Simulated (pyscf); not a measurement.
## Four-centre exchange: HO–B(Cl)–Cl + BH₃ → HO–B(Cl)–Cl + BH₃

Gas phase, singlet surface, charge 0. Bonds broken: O1–H5, B6–H7. Bonds formed: O1–H7, H5–B6. Optimised with ωB97X-D3(BJ)/def2-SVP in PySCF. Correlated levels are frozen-core, on RHF or UHF. ΔMP2 is the change of the MP2 total energy from the triple- to the quadruple-zeta basis.

Transition state (Å):

```xyz
9

O     -0.1358     0.3242    -0.1779
B      0.2519     0.4527    -1.4217
Cl     1.9312     0.1068    -1.9326
Cl    -0.8649     0.9846    -2.7140
H     -0.1281     0.0433     1.3056
B     -0.9480     0.0464     2.4349
H     -0.9915     0.3134     1.0656
H     -0.1409    -0.3145     3.2443
H     -2.0897     0.2940     2.7031
```

One imaginary mode, 1873i cm⁻¹; descent along it reached the two sides named.

| bond | change | reactant side (Å) | saddle | product side |
|---|---|---|---|---|
| O1–H5 | breaks | 0.967 | 1.510 | 3.1 |
| B6–H7 | breaks | 1.207 | 1.396 | 2.496 |
| O1–H7 | forms | 3.2 | 1.510 | 0.968 |
| H5–B6 | forms | 2.521 | 1.396 | 1.208 |

Electronic energies relative to the separated reactants (eV):

| level | barrier | reaction energy | reverse barrier |
|---|---|---|---|
| ωB97X-D3(BJ)/def2-TZVP | 3.13 | 0.00 | 3.13 |
| PBE/def2-TZVP | 2.68 | 0.00 | 2.68 |
| r²SCAN/def2-TZVP | 2.89 | 0.00 | 2.89 |
| B3LYP-D3(BJ)/def2-TZVP | 2.98 | 0.00 | 2.98 |
| PBE0-D3(BJ)/def2-TZVP | 2.93 | 0.00 | 2.93 |
| M06-2X/def2-TZVP | 3.17 | 0.00 | 3.17 |
| ωB97M-D3(BJ)/def2-TZVP | 3.13 | 0.00 | 3.13 |
| HF/def2-TZVP | 3.94 | 0.00 | 3.94 |
| MP2/def2-QZVPP | 3.10 | 0.00 | 3.10 |
| CCSD/def2-TZVPP | 3.39 | 0.00 | 3.39 |
| CCSD(T)/def2-TZVPP | 3.26 | 0.00 | 3.26 |
| CCSD(T)/def2-TZVPP + ΔMP2(QZVPP) | 3.19 | 0.00 | 3.19 |

With CCSD(T)/def2-TZVPP + ΔMP2(QZVPP) energies and thermal terms (ideal gas, 1 atm, RRHO with modes under 100 cm⁻¹ raised to 100, one conformer, R ln 2 for chiral ones without a mode under 150 cm⁻¹), in eV:

```
T (K)   ΔH‡   ΔG‡    ΔH    ΔG
-----  ----  ----  ----  ----
298    3.07  3.48  0.00  0.00
600    3.11  3.87  0.00  0.00
900    3.14  4.25  0.00  0.00
1200   3.19  4.61  0.00  0.00
```

The same reactants have a lower exit, to H₂B–O–B(Cl)–Cl + H₂ (barrier +0.57 eV at ωB97M-D3(BJ)/def2-TZVP, against +3.13 eV here). One saddle was located; it need not be the lowest between these sides. The CCSD(T) − MP2 part came from Ansatz, without density fitting, on the same reference.
